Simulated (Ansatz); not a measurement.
in.yaml

```yaml
crystal:
  periodic: [false, false, false]
  atoms:
    - {symbol: Ge, position_ang: [0.000000, 0.000000, 1.941873]}
    - {symbol: B, position_ang: [0.000000, 0.000000, -0.020937]}
    - {symbol: H, position_ang: [0.000000, 0.000000, -1.920937]}
basis:
  gaussian: {orbitals: cc-pVTZ}
magnetization: {spin_polarized: true, initial_magnetization: 0}
correlation: {method: ccsd_t, electrons: outside_noble_gas}
```

```sh
$ ansatz run in.yaml --threads 1 --pin off --events-out ev --progress --plain --max-ram 2393MiB
```

Log:

```
540 factors; integrals over basis functions are off by at most 1.3e-3 eV
mean field evaluation 1: about -57155.3035 eV, gradient 6.6e0 eV
mean field evaluation 2: about -57155.3037 eV, gradient 6.6e0 eV
mean field evaluation 4: about -57156.1347 eV, gradient 1.4e0 eV
mean field evaluation 8: about -57156.1753 eV, gradient 2.8e-3 eV
mean field evaluation 16: about -57156.2080 eV, gradient 4.7e-1 eV
mean field evaluation 32: about -57156.4272 eV, gradient 2.1e-1 eV
mean field evaluation 64: about -57156.1741 eV, gradient 2.2e-1 eV
mean field evaluation 96: about -57157.1531 eV, gradient 1.9e-6 eV
mean field evaluation 128: about -57156.4307 eV, gradient 1.4e-3 eV
mean field evaluation 160: about -57156.6562 eV, gradient 3.6e0 eV
...
mean field evaluation 864: about -57154.2449 eV, gradient 5.1e-3 eV
mean field evaluation 896: about -57157.1531 eV, gradient 1.9e-3 eV
mean field evaluation 928: about -57154.2449 eV, gradient 4.0e-2 eV
mean field evaluation 960: about -57153.9249 eV, gradient 2.8e0 eV
mean field evaluation 992: about -57155.6673 eV, gradient 2.5e-1 eV
mean field evaluation 1024: about -57155.6746 eV, gradient 5.5e-3 eV
mean field evaluation 1056: about -57154.7035 eV, gradient 2.8e-1 eV
mean field evaluation 1088: about -57154.8799 eV, gradient 1.4e0 eV
mean field evaluation 1120: about -57155.1924 eV, gradient 4.1e-2 eV
mean field -57157.15312491 eV, -2100.4866348307 hartree, gradient 2.7e-6 eV, S^2 1.266924; 25 other end points of the search recorded, 0 dependent functions left out
determinant -57157.15312491 eV, -2100.4866348307 hartree, with singles and doubles -57162.46103447 eV, -2100.6816969090 hartree
determinant -57156.43067432 eV, -2100.4600852611 hartree, with singles and doubles -57161.94935056 eV, -2100.6628928724 hartree
determinant -57156.20899024 eV, -2100.4519385215 hartree, with singles and doubles -57162.05320181 eV, -2100.6667093351 hartree
determinant -57155.67455249 eV, -2100.4322982963 hartree, with singles and doubles -57160.53925609 eV, -2100.6110728563 hartree
determinant -57155.19366725 eV, -2100.4146260896 hartree, with singles and doubles -57160.64446437 eV, -2100.6149391893 hartree
determinant -57154.69223849 eV, -2100.3961989226 hartree, with singles and doubles -57159.11463068 eV, -2100.5587188379 hartree
determinant -57154.24486117 eV, -2100.3797581094 hartree, with singles and doubles -57159.15668836 eV, -2100.5602644292 hartree
determinant -57153.97103916 eV, -2100.3696953360 hartree, with singles and doubles -57158.33726789 eV, -2100.5301512824 hartree
determinant -57157.15312491 eV, -2100.4866348307 hartree, with singles and doubles -57162.38871506 eV, -2100.6790392198 hartree
determinant -57156.43067432 eV, -2100.4600852611 hartree, with singles and doubles -57161.89231379 eV, -2100.6607968096 hartree
determinant -57156.20899024 eV, -2100.4519385215 hartree, with singles and doubles -57161.95148932 eV, -2100.6629714703 hartree
determinant -57157.08978337 eV, -2100.4843070718 hartree, with singles and doubles -57162.50823789 eV, -2100.6834316028 hartree
determinant -57156.17526256 eV, -2100.4506990521 hartree, with singles and doubles -57162.08292209 eV, -2100.6678015355 hartree
15 core orbitals not correlated: weight in the atoms' cores, before any rotation towards them, 0.999 or more for the frozen orbitals, at most 0.000 for the correlated occupied ones
reference -57157.15312491 eV, -2100.4866348307 hartree; 4, 4 occupied and 68, 68 virtual orbitals, 540 factors
second order -4.00658345 eV of doubles, -0.00000000 eV of singles
cycle   1  -5.23558877 eV  change    1.4e-6 eV  update   4.0e-6
perturbative correction -0.33065523 eV, -0.0121513557 hartree
WARN: the results are in doubt because among natural orbitals full CI differs from the method by +0.508 eV
Total energy: -57162.71936892 eV, -2100.6911905250 hartree
In doubt: among natural orbitals full CI differs from the method by +0.508 eV
```

Ran on 1 thread of Arm Neoverse V2, shared host: 52 s wall, 0.31 GiB peak host memory.
